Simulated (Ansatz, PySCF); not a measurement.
Molecule: methylamine, CH5N (charge 0, singlet). SMILES: CN
Coordinates optimised at B3LYP-D3(BJ)/def2-TZVP (Ansatz, a quantum-chemistry and plane-wave program):
```xyz
7

C      0.0542     0.7048     0.0003
N      0.0439    -0.7575     0.0005
H     -0.9369     1.1793    -0.0070
H     -0.4495    -1.1127     0.8106
H     -0.4377    -1.1131    -0.8166
H      0.5892     1.0603     0.8824
H      0.6020     1.0600    -0.8741
```
Charge 0, spin multiplicity 1.

Quantity: atomisation energy (electronic, to ground-state atoms), in kJ/mol. Valence correlation only, unless marked. Open shells are spin-unrestricted. Spin-orbit coupling is left out. Non-relativistic. The coupled-cluster limit lacks core correlation, which all-electron functionals hold. CBS(X,Y): correlation extrapolated as X^-3; Hartree-Fock from the larger set. The bracket is a focal-point correction in the basis named.

```json
[
 {"level": "HF/def2-TZVPD", "program": "PySCF", "atomisation energy (kJ/mol)": "1735.3"},
 {"level": "HF/def2-TZVPP", "program": "Ansatz", "atomisation energy (kJ/mol)": "1740.1"},
 {"level": "BP86-D3(BJ)/def2-TZVPD", "program": "PySCF + dftd3", "atomisation energy (kJ/mol)": "2523.9"},
 {"level": "BP86-D4/def2-TZVPD", "program": "PySCF + dftd4", "atomisation energy (kJ/mol)": "2521.2"},
 {"level": "TPSS-D3(BJ)/def2-TZVPD", "program": "PySCF + dftd3", "atomisation energy (kJ/mol)": "2459.8"},
 {"level": "r2SCAN-D3(BJ)/def2-TZVPD", "program": "Ansatz + dftd3", "atomisation energy (kJ/mol)": "2417.4"},
 {"level": "PBE0/def2-SVP", "program": "Ansatz", "atomisation energy (kJ/mol)": "2429.0"}
]
```

Q: Predict the RI-MP2/CBS(aug-cc-pVTZ,aug-cc-pVQZ)+[CCSD(T)-MP2]/aug-cc-pVTZ result (Ansatz).

A: 2436.6 kJ/mol
